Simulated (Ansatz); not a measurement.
Relaxation of FH7Si2 (10 atoms, charge 0, multiplicity 1), to a largest force component of 0.03 eV/Å in at most 50 steps.

The calculation used Ansatz 0.2.0, RHF/def2-SVPD.

```xyz
10
Properties=species:S:1:pos:R:3
Si 0.455 -0.246 -0.320
H -0.622 -0.434 2.118
H 1.249 0.081 -1.528
H -0.155 0.999 0.186
Si -1.137 -1.919 -0.855
H -1.920 -2.341 0.330
H -2.062 -1.365 -1.876
H -0.441 -3.097 -1.428
F 1.513 -0.790 0.768
H 0.023 -0.682 2.288
```

**Question.** Where does it end, and by what steps?

**Answer.** It converged. The force dipped under the threshold on the way, but the program's further checks kept it going. After 18 steps the energy has fallen by 0.255 eV; H2 moved furthest, 1.42 Å.

```json
{"step": "0", "energy less start (eV)": "0.0000", "largest force component (eV/Å)": "1.439", "accepted": "yes"}
{"step": "1", "energy less start (eV)": "-0.1448", "largest force component (eV/Å)": "0.333", "accepted": "yes"}
{"step": "2", "energy less start (eV)": "-0.1766", "largest force component (eV/Å)": "0.242", "accepted": "yes"}
{"step": "3", "energy less start (eV)": "-0.2296", "largest force component (eV/Å)": "0.175", "accepted": "yes"}
{"step": "4", "energy less start (eV)": "-0.2438", "largest force component (eV/Å)": "0.084", "accepted": "yes"}
{"step": "5", "energy less start (eV)": "-0.2502", "largest force component (eV/Å)": "0.036", "accepted": "yes"}
{"step": "6", "energy less start (eV)": "-0.2524", "largest force component (eV/Å)": "0.048", "accepted": "yes"}
{"step": "7", "energy less start (eV)": "-0.2530", "largest force component (eV/Å)": "0.076", "accepted": "yes"}
{"step": "8", "energy less start (eV)": "-0.2532", "largest force component (eV/Å)": "0.061", "accepted": "yes"}
{"step": "9", "energy less start (eV)": "-0.2534", "largest force component (eV/Å)": "0.039", "accepted": "yes"}
{"step": "10", "energy less start (eV)": "-0.2534", "largest force component (eV/Å)": "0.098", "accepted": "yes"}
{"step": "11", "energy less start (eV)": "-0.2537", "largest force component (eV/Å)": "0.069", "accepted": "yes"}
{"step": "12", "energy less start (eV)": "-0.2540", "largest force component (eV/Å)": "0.010", "accepted": "yes"}
{"step": "13", "energy less start (eV)": "-0.2543", "largest force component (eV/Å)": "0.012", "accepted": "yes"}
{"step": "14", "energy less start (eV)": "-0.2509", "largest force component (eV/Å)": "0.326", "accepted": "no"}
{"step": "15", "energy less start (eV)": "-0.2545", "largest force component (eV/Å)": "0.089", "accepted": "yes"}
{"step": "16", "energy less start (eV)": "-0.2547", "largest force component (eV/Å)": "0.024", "accepted": "yes"}
{"step": "17", "energy less start (eV)": "-0.2548", "largest force component (eV/Å)": "0.040", "accepted": "yes"}
{"step": "18", "energy less start (eV)": "-0.2550", "largest force component (eV/Å)": "0.029", "accepted": "yes"}
```

```xyz
10
Properties=species:S:1:pos:R:3
Si 0.464 -0.238 -0.657
H -0.635 -0.493 3.537
H 1.367 0.018 -1.802
H -0.178 1.030 -0.244
Si -1.122 -1.930 -1.137
H -1.970 -2.192 0.052
H -1.984 -1.477 -2.260
H -0.427 -3.181 -1.534
F 1.399 -0.729 0.586
H -0.011 -0.602 3.140
```

Whether the end is a true minimum wasn't checked by a vibrational analysis.

Time of the run: 18 s on 4 threads of Intel(R) Xeon(R) CPU @ 2.60GHz (Ice Lake), on a shared host, peak memory 0.3 GiB.
